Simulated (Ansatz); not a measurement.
```yaml
crystal:
  periodic: [false, false, false]
  atoms:
    - {symbol: C, position_ang: [-0.699996, 1.308115, 0.241205]}
    - {symbol: S, position_ang: [-0.402957, 0.058642, -0.851354]}
    - {symbol: C, position_ang: [1.016579, -0.699263, -0.015906]}
    - {symbol: O, position_ang: [-1.371725, -1.117738, -0.886153]}
    - {symbol: H, position_ang: [-0.993844, 0.971163, 1.242632]}
    - {symbol: H, position_ang: [-1.385405, 2.038897, -0.190722]}
    - {symbol: H, position_ang: [1.855527, -0.003644, -0.006835]}
    - {symbol: H, position_ang: [1.272440, -1.622288, -0.541188]}
    - {symbol: H, position_ang: [0.709381, -0.933884, 1.008320]}
basis:
  gaussian: {orbitals: def2-mTZVPP, final_grid: {core_spheres: 5, valence_spheres: 4, degree: 11}}
total_charge: -4
magnetization: {spin_polarized: true, initial_magnetization: 1}
hamiltonian: {xc: {name: wB97X}}
scf: {lower_state_search: full}
output: {forces: true}
```

```sh
$ ansatz run in.yaml --threads 2 --pin off --events-out ev --progress --plain --max-ram 22528MiB --backend cpu
```

Output, abridged:

```
Functional definition: wB97X
1052 factors; integrals over basis functions are off by at most 1.3e-3 eV
259 factors; integrals over basis functions are off by at most 8.2e-6 eV
mean field evaluation 1: about -14955.7273 eV, gradient 8.7e1 eV
mean field evaluation 2: about -14955.8029 eV, gradient 8.7e1 eV
mean field evaluation 4: about -14994.4105 eV, gradient 1.3e1 eV
mean field evaluation 8: about -14995.8704 eV, gradient 9.1e-1 eV
mean field evaluation 16: about -14996.0176 eV, gradient 1.9e-1 eV
mean field evaluation 32: about -14996.1376 eV, gradient 1.7e-5 eV
a density is far from that of the atoms, so the factors are made again for it
1108 factors; integrals over basis functions are off by at most 1.3e-3 eV
259 factors; integrals over basis functions are off by at most 7.8e-6 eV
mean field -14996.16514845 eV, -551.0989044399 hartree, gradient 1.4e-5 eV, S^2 1.428163; 0 other end points of the search recorded, 0 dependent functions left out
reference -14996.16512334 eV, -551.0989035169 hartree; 23, 22 occupied and 91, 92 virtual orbitals, 1108 factors
Total energy: -14996.16512334 eV, -551.0989035169 hartree
Atom 0 at    -0.699996     1.308115     0.241205 Å, force    -0.728200     4.542467     2.517564 eV/Å
Atom 1 at    -0.402957     0.058642    -0.851354 Å, force     0.116114     4.474405    -6.821195 eV/Å
Atom 2 at     1.016579    -0.699263    -0.015906 Å, force     2.405300    -2.545242     1.727406 eV/Å
Atom 3 at    -1.371725    -1.117738    -0.886153 Å, force    -2.797114    -5.329658     0.165812 eV/Å
Atom 4 at    -0.993844     0.971163     1.242632 Å, force    -0.181839     0.594427    -0.501713 eV/Å
Atom 5 at    -1.385405     2.038897    -0.190722 Å, force     0.387184    -1.138017     1.341505 eV/Å
Atom 6 at     1.855527    -0.003644    -0.006835 Å, force    -0.442865    -0.807184     0.168927 eV/Å
Atom 7 at     1.272440    -1.622288    -0.541188 Å, force     0.111185     0.888720     0.862726 eV/Å
Atom 8 at     0.709381    -0.933884     1.008320 Å, force     1.130234    -0.679916     0.538967 eV/Å
Dipole moment:    -0.730640    -1.163964    -1.396472 e Å
```

(1) Something in this input is off. What?

## Answers

(1) The charge is far from anything that the molecule holds. Self-consistency was reached. The result belongs to that input, not to the molecule as meant.
